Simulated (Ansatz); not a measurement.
The end point of a relaxation of Al. All values below come from PBEsol (plane waves to 420 eV, PAW, scalar-relativistic; Ansatz, a quantum-chemistry and plane-wave program).

```xyz
1
Lattice="0.0000 2.0073 2.0073 2.0073 0.0000 2.0073 2.0073 2.0073 0.0000" Properties=species:S:1:pos:R:3 pbc="T T T"
Al     2.0073     2.0073     2.0073
```

Task: Determine the symmetry and give the standard cell with its independent sites.

Result: Space group Fm-3m (No. 225); a = 4.015 Å, b = 4.015 Å, c = 4.015 Å, α = 90.00°, β = 90.00°, γ = 90.00°

| atom | site | symmetry | x | y | z |
|---|---|---|---|---|---|
| Al | 4b | m-3m | 0.5000 | 0.5000 | 0.5000 |

This is the fcc (Cu type).

Task: Give the shortest distances between elements (the closest pairs, up to four, under 3.6 Å).

Result: Al–Al 2.84 Å.

```json
{
  "volume_per_atom": "16.18 Å³",
  "band_gap": "no gap (metallic)"
}
```

No spin polarisation in the result.

Measured for Al: a 4.018 Å (static lattice; corrected from measurement; as listed in Daniel Mejia-Rodriguez, S. B. Trickey, Phys. Rev. B (2018)). Computed minus measured — a: PBEsol -0.1 %. The computed values are for a static lattice.

The run could not lose the symmetry of its start.
